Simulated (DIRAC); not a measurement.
# MgH+ at BPW91/dyall-cv3z (X2C-SO, uncontracted yes)

Aim: the energy change on altering one bond length of MgH+ at BPW91/dyall-cv3z (X2C-SO, uncontracted yes), from 2 runs. 

The results are computed with DIRAC 26.1 (patched).

19 further runs of the same task are left out: 1 that didn't finish, 18 set aside as unsound or not needed.

### Step 1. The system as given

The species is MgH+ (2 atoms), meant as a singlet with charge +1. The shape was relaxed beforehand at PBE0/sfX2C.

Bond lengths: Mg1–H2 1.653 Å.

### Step 2. The energy at BPW91/dyall-cv3z (X2C-SO, uncontracted yes)

Contents of HMg.xyz:

```xyz
2

Mg      0.00000000      0.00000000      0.00000000
H       0.00000000      0.00000000      1.65348807
```

Contents of dft.inp:

```
**DIRAC
.TITLE
 BPW91 on HMg
.WAVE FUNCTION
.PROPERTIES
**HAMILTONIAN
.X2C
.DFT
BPW91
**INTEGRALS
*READIN
.UNCONTRACT
**WAVE FUNCTION
.SCF
**PROPERTIES
.DIPOLE
**MOLECULE
*BASIS
.DEFAULT
dyall.cv3z
*CHARGE
.CHARGE
 1
**END OF INPUT
```

The run is started by

```bash
$ pam --inp=dft.inp --mol=HMg.xyz --noarch --mw=163 --aw=368
```

What it wrote:

```text
[...]
   for large components
[...]
 Ordinary (field-free non-relativistic) Hamiltonian integrals not calculated.
[...]
Full group is:  C(oo,v)
Represented as: C2v
[...]
 * Kohn-Sham calculation using the xc functional: BPW91
[...]
   Total charge of atoms =  13
[...]
 * Number of fermion irreps: 1
[...]
It.    1    -105.9339672057      0.00D+00  0.00D+00  0.00D+00               0.01767498s   Atom. scrpot
[...]
It.   13    -200.6922119381     -6.54D-13  9.70D-08  2.01D-08   DIIS   9    0.26000000s   LL
[...]
* Convergence after   13 iterations.
[...]
                                   TOTAL ENERGY
                                   ------------
   Charge of molecule : 1
   Electronic energy                        :    -204.53265484280629
   Other contributions to the total energy
   Nuclear repulsion energy                 :       3.84044290475467
[...]
   Total energy                             :    -200.69221193805163
[...]
  * Closed shell, f = 1.0000
    -46.6268388792  ( 2)        -3.2591117030  ( 2)        -2.0457297806  ( 2)        -2.0339547292  ( 2)        -0.4891622892  ( 2)
  * Virtual eigenvalues, f = 0.0000
     -0.3500702525  ( 2)        -0.2460667941  ( 2)        -0.1485660889  ( 2)        -0.1150890626  ( 2)        -0.0778824642  ( 2)
     -0.0712535136  ( 2)        -0.0451453470  ( 2)         0.0345865435  ( 2)         0.0996288399  ( 2)         0.1306548643  ( 2)
[...]
  * Closed shell, f = 1.0000
     -2.0367856377  ( 2)
  * Virtual eigenvalues, f = 0.0000
     -0.2457689875  ( 2)        -0.0711526711  ( 2)        -0.0451397930  ( 2)        -0.0250067869  ( 2)         0.1556635547  ( 2)
      0.3621182719  ( 2)         0.5029187134  ( 2)         0.5047237232  ( 2)         0.5180286452  ( 2)         0.7412295610  ( 2)
[...]
* HOMO - LUMO gap:
    E(LUMO) :    -0.35007025 au (symmetry E1 )
  - E(HOMO) :    -0.48916229 au (symmetry E1 )
  ------------------------------------------
    gap     :     0.13909204 au
[...]
* Dipole moment:
          Electronic               Nuclear                  Total
          contribution             contribution             contribution
----------------------------------------------------------------------------
x         0.00000000 Debye         0.00000000 Debye         0.00000000 Debye
y         0.00000000 Debye         0.00000000 Debye         0.00000000 Debye
z        -6.99379677 Debye         3.77867645 Debye        -3.21512032 Debye
----------------------------------------------------------------------------
[...]
```

Run time: 3.9 s. Hardware: 1 thread of Arm Neoverse V2, shared host; peak memory 0.082 GiB.

### Step 3. The distorted shape, same level

Contents of mol.xyz:

```xyz
2
geometry
Mg       -0.036855        0.079757       -0.004694
H        -0.005465        0.047621        1.445502
```

Edit dft.inp of step 2 so:

```diff
@@ -1,4 +1,2 @@
 **DIRAC
-.TITLE
- BPW91 on HMg
 .WAVE FUNCTION
@@ -23,2 +21,4 @@
  1
-**END OF INPUT
+*SYMMETRY
+.NOSYM
+*END OF INPUT
```

The run is started by

```bash
$ pam --inp=dft.inp --mol=mol.xyz --noarch --mw=163 --aw=368
```

What it wrote:

```text
[...]
   for large components
[...]
 Ordinary (field-free non-relativistic) Hamiltonian integrals not calculated.
[...]
 * Kohn-Sham calculation using the xc functional: BPW91
[...]
   Total charge of atoms =  13
[...]
 * Number of fermion irreps: 1
[...]
It.    1    -105.7383401574      0.00D+00  0.00D+00  0.00D+00               0.03343701s   Atom. scrpot
[...]
It.   12    -200.6812023829      7.11D-13  3.92D-07  5.11D-08   DIIS   9    0.75900000s   LL
[...]
* Convergence after   12 iterations.
[...]
                                   TOTAL ENERGY
                                   ------------
   Charge of molecule : 1
   Electronic energy                        :    -205.05790870542057
   Other contributions to the total energy
   Nuclear repulsion energy                 :       4.37670632248129
[...]
   Total energy                             :    -200.68120238293929
[...]
  * Closed shell, f = 1.0000
    -46.6186543638  ( 2)        -3.2544845065  ( 2)        -2.0409790398  ( 2)        -2.0317110780  ( 2)        -2.0300847463  ( 2)
     -0.5023056257  ( 2)
  * Virtual eigenvalues, f = 0.0000
     -0.3433504512  ( 2)        -0.2445125654  ( 2)        -0.2442113305  ( 2)        -0.1391637262  ( 2)        -0.1140586387  ( 2)
[...]
* HOMO - LUMO gap:
    E(LUMO) :    -0.34335045 au (symmetry E1 )
  - E(HOMO) :    -0.50230563 au (symmetry E1 )
  ------------------------------------------
    gap     :     0.15895517 au
[...]
* Dipole moment:
          Electronic               Nuclear                  Total
          contribution             contribution             contribution
----------------------------------------------------------------------------
x         1.90817571 Debye        -2.15051483 Debye        -0.24233912 Debye
y        -4.37584529 Debye         4.82580379 Debye         0.44995850 Debye
z        -9.71263360 Debye         6.67248710 Debye        -3.04014650 Debye
----------------------------------------------------------------------------
[...]
```

Wall time 11 s (1 thread of Arm Neoverse V2, shared host); peak memory 0.087 GiB.

### Step 4. What came out

Level: BPW91/dyall-cv3z (X2C-SO, uncontracted yes).

| quantity | value |
| --- | --- |
| first shape: total energy | -200.69221 Eh |
| first shape: HOMO energy | -13.31 eV |
| first shape: LUMO energy | -9.53 eV |
| first shape: HOMO–LUMO gap | 3.78 eV |
| distorted shape: total energy | -200.68120 Eh |
| distorted shape: HOMO energy | -13.67 eV |
| distorted shape: LUMO energy | -9.34 eV |
| distorted shape: HOMO–LUMO gap | 4.33 eV |
| energy change with the Mg1–H2 bond shortened from 1.653 to 1.451 Å | 0.300 eV |

**Reading.** With the Mg1–H2 bond shortened from 1.653 to 1.451 Å the energy rises by 0.30 eV (6.9 kcal/mol). The first shape isn't relaxed at this level, so the change isn't measured from a minimum.
